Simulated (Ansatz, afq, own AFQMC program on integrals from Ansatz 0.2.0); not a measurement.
**H2F, doublet: AFQMC among the cluster methods**

```
atom   x (Å)   y (Å)    z (Å)
   H  0.0000  0.0000  -0.8820
   H  0.0000  0.0000  -0.1370
   F  0.0000  0.0000   1.0190
```

Basis cc-pVTZ. Noble-gas cores (and the filled d shells of Ga–Kr and In–Xe) are frozen. AFQMC by an in-house program on the Cholesky factors that Ansatz 0.2.0 writes for its CCSD(T) run. The CISD trial takes its coefficients from CCSD amplitudes. Released means that phaseless walkers are propagated on without the constraint, phases kept. Uncertainties: one standard error, sampling alone.

Determinant: UHF, the one that the program's search chose, which needn't be the lowest solution. The geometry is a point of a scan.

No full CI on the walks' own integrals is used here; CCSDT(Q) serves as the reference and is uncertain by about the last step of the cluster series.

* T1 diagnostic: 0.0267
* weight of the determinant in the CISD state: 0.928
* ⟨S²⟩ of the determinant: 0.783
* size of the correlated space: 9 electrons in 57 orbitals

Reference: CCSDT(Q), correlation energy -7.907 eV. The released energy is read at 2.40 1/Eh (meV from the phaseless value at times in 1/Eh: -2 ± 3 at 0.24, -15 ± 3 at 0.51, -14 ± 4 at 0.99, -14 ± 3 at 1.62, -15 ± 5 at 2.40).

| level | E − E(reference) (kJ/mol) | share of correlation (%) |
| --- | --- | --- |
| HF | 762.9 | 0.00 |
| MP2 | 61.7 | 91.91 |
| CCSD | 19.0 | 97.51 |
| CCSD(T) | 1.7 | 99.78 |
| CCSDT | 0.8 | 99.89 |
| ph-AFQMC/CISD | 1.4 ± 0.2 | 99.82 |
| released AFQMC | -0.1 ± 0.5 | 100.01 |

A walk keeps the symmetry of its determinant, which the program's search chose and which needn't be the lowest solution, so a lower state of the same spin and another symmetry isn't excluded. Released energies are given only where the last usable release times agree within the noise; a slower fall can still hide under it.
